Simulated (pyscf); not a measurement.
PySCF, gas phase, ωB97X-D3(BJ)/def2-SVP geometries.

Problem. For •O–Al(OH)–F (SMILES [O][Al]([OH])[F]) + H₂ (SMILES [H][H]) → HO–Al(OH)–F (SMILES [OH][Al]([OH])[F]) + H• (SMILES [H]), a hydrogen abstraction (doublet surface; H–H broken, H–O formed), PBE/def2-TZVP gives ΔE‡ = -0.20 eV and ΔE = -0.91 eV (zero: the separated reactants). In which direction and how far do r²SCAN/def2-TZVP, PBE0-D3(BJ)/def2-TZVP, ωB97M-D3(BJ)/def2-TZVP move these?

Solution. r²SCAN: ΔE‡ = -0.07 eV, ΔE = -0.74 eV; PBE0-D3(BJ): ΔE‡ = -0.02 eV, ΔE = -0.88 eV; ωB97M-D3(BJ): ΔE‡ = 0.09 eV, ΔE = -0.82 eV. PBE's barrier lies under all of them, by 0.13 to 0.29 eV. Its reaction energy lies under all of them, by 0.02 to 0.16 eV. At PBE, r²SCAN, PBE0-D3(BJ) this geometry lies under the reactants; that is no barrier but a single point on another level's saddle; such a level's own saddle, if it has one, lies nearer that side and is low. This is the saddle that the search found; another between the same sides may lie lower. The angle at the transferred H is 152°.
